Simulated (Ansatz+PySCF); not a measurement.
Values are calculated unless marked as measured or tabulated.
Input for PySCF 2.14.0:

```python
from pyscf import gto, scf, cc

mol = gto.M(atom="""
Cl 0.000000 0.000000 0.000000
H 2.302270 0.000000 0.000000
H -1.529900 0.000000 0.000000
""", basis='6-31g', charge=-1, spin=0)
mf = scf.RHF(mol)
mf.kernel()
mycc = cc.CCSD(mf, frozen=5).run()
et = mycc.ccsd_t()
print(mf.e_tot, mycc.e_corr, et, mycc.e_tot + et)
```

The script is written out from the run's settings.

The run gave:

```yaml
Converged: yes
Reference_energy: -460.46143 hartree
CCSD_correlation_energy: -0.09799 hartree
Triples_correction: -0.00335 hartree
Total_energy: -460.56277 hartree
Spin_squared_of_the_determinant: 0.000
```

Caution: large amplitudes, a single reference is doubtful; no diffuse functions for an anion; an unrestricted determinant lies well below.
